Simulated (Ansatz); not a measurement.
Input file for H₄O₂Si (`O[SiH2]O`):

```yaml
crystal:
  periodic: [false, false, false]
  atoms:
    - {symbol: O, position_ang: [-1.411040, -0.128767, 0.264678]}
    - {symbol: Si, position_ang: [0.120176, 0.407969, 0.014363]}
    - {symbol: O, position_ang: [1.187966, -0.792714, -0.322380]}
    - {symbol: H, position_ang: [-1.873391, -0.520616, -0.477713]}
    - {symbol: H, position_ang: [0.197262, 1.293271, -1.170526]}
    - {symbol: H, position_ang: [0.464347, 1.101869, 1.276811]}
    - {symbol: H, position_ang: [1.375979, -1.429113, 0.369068]}
basis:
  gaussian: {orbitals: def2-SVP}
correlation: {method: ccsd_t}
```

```sh
$ ansatz run in.yaml --threads 4 --pin off --events-out ev --progress --plain --max-ram 10444MiB
```

Log, shortened:

```
Functional definition: HF
630 factors; integrals over basis functions are off by at most 1.1e-3 eV
mean field evaluation 1: about -11993.2154 eV, gradient 4.1e1 eV
mean field evaluation 2: about -11993.2165 eV, gradient 4.1e1 eV
mean field evaluation 4: about -11996.4449 eV, gradient 2.3e0 eV
mean field evaluation 8: about -11996.4629 eV, gradient 7.0e-2 eV
mean field evaluation 16: about -11996.4607 eV, gradient 3.1e-1 eV
mean field -11996.46294087 eV, -440.8618815824 hartree, gradient 2.2e-6 eV, S^2 0.000000; 0 other end points of the search recorded, 0 dependent functions left out
7 core orbitals not correlated: weight in the atoms' cores, before any rotation towards them, 1.000 or more for the frozen orbitals, at most 0.000 for the correlated occupied ones
reference -11996.46294087 eV, -440.8618815824 hartree; 10, 10 occupied and 49, 49 virtual orbitals, 630 factors
second order -12.93024604 eV of doubles, -0.00000000 eV of singles
cycle   1  -13.24242923 eV  change   -3.1e-1 eV  update   7.7e-2
cycle   2  -13.55270427 eV  change   -3.1e-1 eV  update   2.1e-2
cycle   3  -13.63000080 eV  change   -7.7e-2 eV  update   1.1e-2
cycle   4  -13.62487913 eV  change    5.1e-3 eV  update   2.3e-3
cycle   5  -13.62478878 eV  change    9.0e-5 eV  update   9.1e-4
cycle   6  -13.62498101 eV  change   -1.9e-4 eV  update   2.6e-4
cycle   7  -13.62483542 eV  change    1.5e-4 eV  update   8.9e-5
cycle   8  -13.62480155 eV  change    3.4e-5 eV  update   2.3e-5
cycle   9  -13.62480581 eV  change   -4.3e-6 eV  update   7.8e-6
perturbative correction -0.26096541 eV, -0.0095903020 hartree
Total energy: -12010.34871209 eV, -441.3721742625 hartree
```

Run time 0.6 s (4 threads of an Arm Neoverse V1 on a shared host); peak host memory 0.15 GiB.

Correlation energy per correlated electron: -0.694 eV. T1 diagnostic: 0.0113.
